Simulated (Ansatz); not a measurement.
# HGe–O–Si, quartet: reading a ladder of total energies

Geometry: a PBE0/def2-TZVP stationary point for this spin, not checked as a minimum. The doublet lies 1.4 eV lower here.

```xyz
4

Ge    0.0000    0.0048    1.0212
O     0.0000   -0.3597   -0.7184
Si    0.0000    0.1377   -2.2822
H     0.0000    1.5230    1.3966
```

Basis cc-pVDZ; Ansatz 0.2.0. Correlated methods freeze the noble-gas cores and the filled d shells of p-block atoms, which leaves 15 electrons in 44 orbitals. R marks a restricted (for open shells ROHF) determinant, U an unrestricted one. No spin–orbit coupling is included, and no scalar relativity.

Full CI isn't at hand for all of this; UCCSDT(Q) serves as the reference, and is uncertain by the last step of the cluster series or more.

UCCSD has a T1 diagnostic of 0.026 and a largest doubles amplitude of 0.08.

Runs differ by some tens of microhartree through their thresholds and, for an open shell, their frozen cores, so steps under 0.03 kcal/mol mean nothing.

Here the R and U totals at CCSDT(Q) differ by 0.36 kcal/mol, a measure of how far such totals hang on the determinant and its frozen core.

| level | total energy (hartree) |
| --- | --- |
| UHF | -2439.643132 |
| UMP2 | -2439.946435 |
| UCCSD | -2439.974220 |
| UCCSD(T) | -2439.984460 |
| UCCSDT | -2439.985592 |
| UCCSDT(Q) | -2439.986751 |

What is the correlation energy at UCCSDT(Q), and what share of it do UMP2 and UCCSD recover?

E(corr) = -2439.986751 − (-2439.643132) = -0.343619 hartree = -9.350 eV. UMP2: -0.303303 / -0.343619 = 88.27 %. UCCSD: -0.331088 / -0.343619 = 96.35 %.

By how many kcal/mol does UCCSD(T) miss UCCSDT(Q) (1 hartree = 627.509 kcal/mol), and which steps make up the rest?

-2439.984460 − (-2439.986751) = 0.002291 hartree = 1.44 kcal/mol. Steps: UCCSDT − UCCSD(T) = -0.71, UCCSDT(Q) − UCCSDT = -0.73 kcal/mol. Differences between like states or geometries often cancel part of this.
